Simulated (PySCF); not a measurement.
# Magnetisability: `[CH3][AlH2]`, CH5Al

Geometry (Å), atoms numbered from 1 in this order:
```xyz
7

C    -0.9155   -0.0147    0.0174
Al    1.0682    0.0276   -0.0260
H    -1.3722    0.5686   -0.7923
H    -1.3365    0.3850    0.9486
H    -1.2994   -1.0388   -0.0798
H     1.9106    1.3258   -0.1218
H     1.9481   -1.2487    0.0269
```

The calculation used GIAO KT3/pcSseg-1 magnetisability, rotational g tensor and spin-rotation constants, non-relativistic, gas phase in PySCF 2.14.0. Geometry: GFN2-xTB.

**Question.** How diamagnetic is it, and how anisotropic?

**Answer.** Isotropic -469 × 10⁻³⁰ J/T², or -28.3 × 10⁻⁶ cm³/mol; principal values -540, -442, -427 × 10⁻³⁰ J/T², anisotropy 107 × 10⁻³⁰ J/T² (root of half the summed squared differences of the principal values). The susceptibility is in cgs units.

**Question.** Split it along the inertial axes a, b, c into diamagnetic and paramagnetic parts about the centre of mass, with the quadrupole moment.

**Answer.** 
```csv
axis,χ (10⁻⁶ cm³/mol),diamagnetic (10⁻⁶ cm³/mol),paramagnetic (10⁻⁶ cm³/mol),summed x² of all electrons (Å²),quadrupole Θ (D Å)
a,-25.7,-64.7,39.0,35.1,-3.73
b,-26.5,-171.5,145.0,10.0,-2.90
c,-32.5,-191.3,158.8,5.3,+6.63
```
Anisotropies 2χaa − χbb − χcc = +7.6 and 2χbb − χaa − χcc = +5.2 × 10⁻⁶ cm³/mol. Θ is traceless in Buckingham's convention.

**Question.** And the rotational g tensor?

**Answer.** 
| axis | rotational constant (GHz) | g | nuclear part | electronic part |
| --- | --- | --- | --- | --- |
| a | 78.2532 | -0.4326 | 0.9994 | -1.4320 |
| b | 10.4795 | -0.0564 | 0.6573 | -0.7137 |
| c | 9.7950 | -0.0511 | 0.6797 | -0.7308 |

Asymmetric top; isotopes 27Al, 12C, 1H; no vibrational averaging.
